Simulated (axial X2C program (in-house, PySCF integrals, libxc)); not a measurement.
SO⁻: from the spin-free to the two-component result

Computed with an in-house relativistic program for diatomic molecules. Spin-free means the one-electron spin-free X2C Hamiltonian; two-component (2c) means X2C with spin–orbit coupling and atomic mean-field two-electron Coulomb and Gaunt terms, so the difference of the two also holds small scalar two-electron terms. Basis: S dyall-av3z [9s8p3d2f], O dyall-av3z [7s6p3d2f] (cores contracted in-house); Gaussian nuclei, density fitting, unrestricted open shells. Masses: S 31.972 u, O 15.995 u.

Spin-free state: M_S = 1/2, Λ = 1 (beyond evenly filled blocks: π+α, π+β, π-α); fragments S- + O.

```json
{"level": "PBE0", "Re (Å)": "1.576", "ωe (cm⁻¹)": "934.6", "De (eV)": "4.299", "μ (D)": "-0.27"}
{"level": "TPSSh", "Re (Å)": "1.592", "ωe (cm⁻¹)": "891.4", "De (eV)": "4.195", "μ (D)": "-0.23"}
```

Dipoles are positive if O is the positive end and refer to the centre of mass.

Task: Within this multiplet, which Ω should lie lowest by the rule for regular and inverted multiplets?

Result: The open π shell holds three electrons, one hole, so the multiplet is inverted: Ω = Λ + 1/2 = 3/2. The PBE0 2c search agrees, though Ω = 1/2 of the search lies only 0.03 eV higher.

Two-component determinant lowest at the distance of the search:

Ω = 3/2 (⟨Sz⟩ = 0.50, ⟨Lz⟩ = 1.00 at PBE0); fragments S- + O.

```tsv
level	Re (Å)	ωe (cm⁻¹)	De (eV)	μ (D)
PBE0	1.576	934.5	4.315	-0.28
TPSSh	1.592	891.2	4.211	-0.24
```

Task: From the two tables, how do the constants change at the PBE0 level (2c against spin-free)?

Result: At the PBE0 level Re is unchanged within 0.001 Å and ωe stays the same within 0.2 cm⁻¹; De is not compared, since the atomic limits differ or miss part of their spin–orbit lowering.

The state is one determinant whose occupation by symmetry is held fixed; it was picked as the lowest of a PBE0 search that is not exhaustive. De is counted from the lowest determinant-based energies of the atoms at the same level, without counterpoise correction. Density functionals use the spin component along the axis (collinear). In 2c an atomic determinant is not the ground J level, so De misses part of the atomic spin–orbit lowering. This holds for PBE0, TPSSh. Without a current term, density functionals place determinants with orbital angular momentum somewhat too high. The highest occupied level of some functionals is positive through self-interaction error; at Hartree–Fock it is bound.
